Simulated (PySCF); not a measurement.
Species: difluorodisulfane, S2F2.
SMILES: `S(F)SF`

A linear-response calculation (PySCF, def2-SVPD basis, gas phase, vertical, core orbitals frozen in the response) gave these numbers; the functional is withheld.

Orbital energies (eV): HOMO-3 -12.32, HOMO-2 -10.17, HOMO-1 -8.59, HOMO -8.45, LUMO -2.28, LUMO+1 -2.13, LUMO+2 -0.95.

```json
{"state": "S1", "E (eV)": "4.88", "f": "0.0001", "main configurations (H = HOMO, L = LUMO)": "H→L+1 (53%), H-1→L (46%)"}
{"state": "S2", "E (eV)": "4.99", "f": "0.0008", "main configurations (H = HOMO, L = LUMO)": "H→L (57%), H-1→L+1 (41%)"}
{"state": "S3", "E (eV)": "5.24", "f": "0.0021", "main configurations (H = HOMO, L = LUMO)": "H-1→L (53%), H→L+1 (46%)"}
{"state": "S4", "E (eV)": "5.93", "f": "0.050", "main configurations (H = HOMO, L = LUMO)": "H-1→L+1 (34%), H→L (31%), H→L+2 (25%)"}
{"state": "S5", "E (eV)": "6.41", "f": "0.0034", "main configurations (H = HOMO, L = LUMO)": "H-1→L+2 (86%)"}
{"state": "S6", "E (eV)": "6.42", "f": "0.029", "main configurations (H = HOMO, L = LUMO)": "H→L+2 (48%), H-2→L (32%), H-1→L+2 (10%)"}
```

Triplets, Tamm–Dancoff:

```json
{"state": "T1", "E (eV)": "3.98", "λ (nm)": "311.8", "main configurations (H = HOMO, L = LUMO)": "H→L (79%), H-1→L+1 (20%)"}
{"state": "T2", "E (eV)": "4.21", "λ (nm)": "294.2", "main configurations (H = HOMO, L = LUMO)": "H-1→L (60%), H→L+1 (39%)"}
{"state": "T3", "E (eV)": "4.48", "λ (nm)": "276.5", "main configurations (H = HOMO, L = LUMO)": "H-1→L+1 (79%), H→L (20%)"}
{"state": "T4", "E (eV)": "4.58", "λ (nm)": "270.7", "main configurations (H = HOMO, L = LUMO)": "H→L+1 (60%), H-1→L (39%)"}
```

Vertical ionisation energy by ΔSCF with the same functional: 11.06 eV. Mean static polarisability: 45.0 au.

**Question.** Name the functional.
A. CAM-B3LYP
B. PBE
C. HF
D. B3LYP

**Answer.** D. B3LYP is a global hybrid with 20% exact exchange. In this run −ε(HOMO) = 8.45 eV differs from the ΔSCF value by -2.60 eV, and S1 differs from the orbital gap of 6.17 eV by -1.30 eV. The ratio −ε(HOMO)/IP is 0.76. Usual ranges for neutral molecules in this basis: 0.67 to 0.83 with B3LYP, 0.5 to 0.7 with PBE, 0.85 to 0.93 with CAM-B3LYP; Hartree–Fock can't fall below 1, since the ion's relaxation only lowers the ΔSCF value. The other options: PBE, a GGA without exact exchange; HF, time-dependent Hartree–Fock, 100% exact exchange; CAM-B3LYP, range-separated, 19% exact exchange at short range and 65% at long range (ω = 0.33 bohr⁻¹).

Computed with TDDFT B3LYP/def2-SVPD, vertical, gas phase, core orbitals frozen in the response in PySCF 2.14.0, density-fitted response routines. Geometry: PBE0-D3(BJ)/def2-SVP; no solvent, vibrations or thermal averaging.

Time: 15 s of wall time; peak memory 0.46 GiB. Hardware: Arm Neoverse V2, one thread (shared host).

The values belong to the conformer `[F:1][S:2][S:3][F:4]`: F1–S2–S3–F4 -89°.
